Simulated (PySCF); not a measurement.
BCl was optimised in PySCF in the def2-TZVP basis family (density fitting, no spin–orbit coupling) with several functionals.

One of them gave a singlet of C∞v symmetry with a mean bond of 1.718 Å to B, wavenumbers 841 cm⁻¹ and a HOMO–LUMO gap of 5.56 eV.

Question: Which level of theory was it?
A. PBE
B. B3LYP
C. PBE0

Answer: C. That is PBE0, with B–Cl 1.718 Å. The others give B3LYP 1.722 Å and 825 cm⁻¹ for the highest mode; PBE 1.732 Å and 811 cm⁻¹ for the highest mode.

The structures come from searches over a few start shapes, so lower isomers are not excluded.
